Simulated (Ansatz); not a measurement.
Born–Oppenheimer molecular dynamics of BH₃N (5 atoms, charge 0, multiplicity 2). It starts at the highest image of a converged band, a first-order saddle point between two minima.

The calculation used UKS PBE0-D4/def2-TZVP in Ansatz 0.2.0.

* ensemble: NVE (velocity Verlet)
* time step: 0.5 fs
* steps asked: 200
* starting velocities drawn for: 300 K
* seed: 12372

First frame:

```xyz
5
Properties=species:S:1:pos:R:3
B -0.249 -0.599 0.150
N 0.415 0.475 -0.269
H -0.425 -1.359 1.052
H -0.583 0.079 -0.974
H 0.890 1.330 -0.001
```

(1) How far do the bonds stretch over the last three quarters of this one trajectory? (Pairs bonded in most of those frames.)

## Answers

(1) 
```json
{"bond": "B1–N2", "mean (Å)": "1.406", "spread (Å)": "0.076", "shortest": "1.28", "longest": "1.55"}
{"bond": "B1–H3", "mean (Å)": "1.217", "spread (Å)": "0.060", "shortest": "1.09", "longest": "1.33"}
{"bond": "N2–H4", "mean (Å)": "1.036", "spread (Å)": "0.072", "shortest": "0.92", "longest": "1.15"}
{"bond": "N2–H5", "mean (Å)": "1.034", "spread (Å)": "0.030", "shortest": "0.98", "longest": "1.10"}
```

Mean temperature of the second half: 2471 K. The conserved energy stayed within 1.1 meV per atom of its start (net change -0.61 meV per atom), so the integration is sound. The kinetic energy rose, since the run started high on the potential surface and went downhill. A run of 0.1 ps of so small a system gives no equilibrium averages.

Run time: 2.3 min on 2 threads of AMD EPYC 7R13 Processor (Zen 3) (shared host), peak memory 0.15 GiB.
